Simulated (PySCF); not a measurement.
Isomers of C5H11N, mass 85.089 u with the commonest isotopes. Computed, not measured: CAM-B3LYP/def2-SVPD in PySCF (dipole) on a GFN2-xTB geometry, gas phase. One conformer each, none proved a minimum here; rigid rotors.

**Question.** Order these by rotational constant B, smallest first.
A. `[CH3:1][CH2:2][N:3]1[CH2:4][CH2:5][CH2:6]1` with C1–C2–N3–C4 -179°, C2–N3–C4–C5 -138°, N3–C4–C5–C6 14°, C4–C5–C6–N3 -14°, C2–N3–C6–C5 138°
B. `[NH2:1][CH:2]1[CH2:3][CH2:4][CH2:5][CH2:6]1` with H–N1–C2–C3 61° and 180°, N1–C2–C3–C4 -108°, C2–C3–C4–C5 -36°, C3–C4–C5–C6 42°, C4–C5–C6–C2 -32°
C. `[CH2:1]=[CH:2][C@H:3]([CH3:4])[CH2:5][NH2:6]` with C1–C2–C3–C4 -121°, C2–C3–C5–N6 -68°, C3–C5–N6–H 178° and 59°

**Answer.** A (2392 MHz), C (3122 MHz), B (3207 MHz).

**Question.** Order these by out-of-plane moment Σ m c² = (Ia + Ib − Ic)/2, largest first.
A. `[CH3:1][CH2:2][N:3]1[CH2:4][CH2:5][CH2:6]1` with C1–C2–N3–C4 -179°, C2–N3–C4–C5 -138°, N3–C4–C5–C6 14°, C4–C5–C6–N3 -14°, C2–N3–C6–C5 138°
B. `[CH3:1][N:2]1[CH2:3][CH2:4][CH2:5][CH2:6]1` with C1–N2–C3–C4 -166°, N2–C3–C4–C5 20°, C3–C4–C5–C6 6°, C4–C5–C6–N2 -30°
C. `[NH2:1][CH:2]1[CH2:3][CH2:4][CH2:5][CH2:6]1` with H–N1–C2–C3 61° and 180°, N1–C2–C3–C4 -108°, C2–C3–C4–C5 -36°, C3–C4–C5–C6 42°, C4–C5–C6–C2 -32°
D. `[CH2:1]=[CH:2][C@H:3]([CH3:4])[CH2:5][NH2:6]` with C1–C2–C3–C4 -121°, C2–C3–C5–N6 -68°, C3–C5–N6–H 178° and 59°

**Answer.** C (19.79 u·Å²), D (13.77 u·Å²), A (11.40 u·Å²), B (10.37 u·Å²).

**Question.** Order these by dipole moment, largest first.
A. `[CH2:1]=[CH:2][C@H:3]([CH3:4])[CH2:5][NH2:6]` with C1–C2–C3–C4 -121°, C2–C3–C5–N6 -68°, C3–C5–N6–H 178° and 59°
B. `[CH3:1][CH2:2][N:3]1[CH2:4][CH2:5][CH2:6]1` with C1–C2–N3–C4 -179°, C2–N3–C4–C5 -138°, N3–C4–C5–C6 14°, C4–C5–C6–N3 -14°, C2–N3–C6–C5 138°
C. `[CH3:1][N:2]1[CH2:3][CH2:4][CH2:5][CH2:6]1` with C1–N2–C3–C4 -166°, N2–C3–C4–C5 20°, C3–C4–C5–C6 6°, C4–C5–C6–N2 -30° (N-methylpyrrolidine)

**Answer.** A (1.19 D), B (0.84 D), C (0.60 D).

```tsv
SMILES	point group	Ia (u·Å²)	Ib (u·Å²)	Ic (u·Å²)	κ	μa (D)	μb (D)	μc (D)
C=C[C@H](C)CN	C1	131.61	161.86	265.92	0.26	0.12	0.23	1.16
CN1CCCC1	near Cs	75.28	158.83	213.38	-0.63	0.12	0.01	0.59
NC1CCCC1	C1	86.76	157.59	204.77	-0.56	0.76	1.01	0.34
CCN1CCC1	C1	58.89	211.24	247.33	-0.89	0.32	0.01	0.78
```
